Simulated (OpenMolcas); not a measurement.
# HBS (hydrogen boron sulfide): methods side by side

HBS: 3 atoms, total charge 0, spin state singlet. As SMILES, `B=S`. The shape is that of a GFN2-xTB optimisation.

```xyz
3

B    -0.0410   -0.0161    0.1425
S     0.3953    0.1465   -1.3797
H    -0.3543   -0.1304    1.2371
```

Each level gives the energy change with the B1–S2 bond stretched from 1.592 to 2.388 Å (eV). The values are calculated.

```json
{"level": "HF/STO-3G (restricted)", "kind": "Hartree–Fock", "program": "OpenMolcas", "value (eV)": "7.12", "less FCI/STO-3G": "+0.81", "CPU time (all runs)": "2.9 s"}
{"level": "SVWN5/STO-3G (restricted)", "kind": "LDA", "program": "OpenMolcas", "value (eV)": "6.81", "less FCI/STO-3G": "+0.50", "CPU time (all runs)": "6.1 s"}
{"level": "r2SCAN/STO-3G (restricted)", "kind": "meta-GGA", "program": "OpenMolcas", "value (eV)": "6.89", "less FCI/STO-3G": "+0.58", "CPU time (all runs)": "6.3 s"}
{"level": "B3LYP/STO-3G (restricted)", "kind": "global hybrid", "program": "OpenMolcas", "value (eV)": "6.79", "less FCI/STO-3G": "+0.48", "CPU time (all runs)": "5.6 s"}
{"level": "MP2/STO-3G (restricted)", "kind": "perturbation theory", "program": "OpenMolcas", "value (eV)": "8.41", "less FCI/STO-3G": "+2.10", "CPU time (all runs)": "3 s"}
{"level": "CCSD(T)/STO-3G (restricted)", "kind": "coupled cluster or CI", "program": "OpenMolcas", "value (eV)": "6.14", "less FCI/STO-3G": "-0.17", "CPU time (all runs)": "4 s"}
{"level": "CISD/STO-3G (restricted)", "kind": "coupled cluster or CI", "program": "OpenMolcas", "value (eV)": "6.71", "less FCI/STO-3G": "+0.40", "CPU time (all runs)": "3.2 s"}
{"level": "FCI/STO-3G", "kind": "exact in the basis", "program": "OpenMolcas", "value (eV)": "6.31", "less FCI/STO-3G": "0.00", "CPU time (all runs)": "4.2 s"}
```

FCI/STO-3G is exact within its basis and frozen core, so for wave-function methods in that basis the difference is their error; functionals converge differently with the basis, so for them it is only a difference. Spin-restricted single references rise too steeply as a bond breaks. Perturbation and coupled-cluster corrections on them can overshoot downwards. The first shape isn't each level's own minimum. The values span 6.14 to 8.41 eV. All rows use very small basis sets, so even the best lies far from the true value. Times are those of the runs behind each value, whatever else they computed, on shared processors of several kinds: orders of magnitude only.
